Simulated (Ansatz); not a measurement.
Geometry optimisation, Ansatz 0.2.0, RKS PBE/def2-SVP.

The input (input.yaml):

```yaml
crystal:
  periodic: [false, false, false]
  atoms:
    - { symbol: Si, position_ang: [0.0, 0.0, 0.0] }
    - { symbol: H, position_ang: [0.0, 0.0, 1.46] }
    - { symbol: Cl, position_ang: [2.0086, 0.0, -0.7093] }
    - { symbol: F, position_ang: [-0.7489, 1.2974, -0.5295] }
    - { symbol: H, position_ang: [-0.6877, -1.1914, -0.4862] }
basis:
  gaussian: { orbitals: def2-SVP }
hamiltonian:
  xc: pbe
relax:
  f_tol: 0.02
  max_steps: 40
output:
  orbitals: {}
```

Run as:

```bash
$ ansatz run input.yaml --threads 1 --pin off --max-ram 2048MiB --backend cpu --events-out ev --progress --plain --runs-dir out
```

Q: Where does it end, and by what steps?

A: The forces met the threshold. After 4 steps the energy has fallen by 0.099 eV; H5 moved furthest, 0.06 Å.

```
step  energy less start (eV)  largest force component (eV/Å)  accepted
   0                  0.0000                           1.765       yes
   1                 -0.0803                           0.858       yes
   2                 -0.0979                           0.196       yes
   3                 -0.0986                           0.023       yes
   4                 -0.0986                           0.001       yes
```

```xyz
5
Properties=species:S:1:pos:R:3
Si 0.015 -0.018 0.006
H 0.034 0.031 1.499
Cl 1.960 -0.004 -0.689
F -0.750 1.315 -0.540
H -0.687 -1.218 -0.541
```

Whether the end is a true minimum wasn't checked by a vibrational analysis.

Time of the run: 8.6 s on 1 thread of Arm Neoverse V1, with other jobs on the host, peak memory 0.12 GiB.
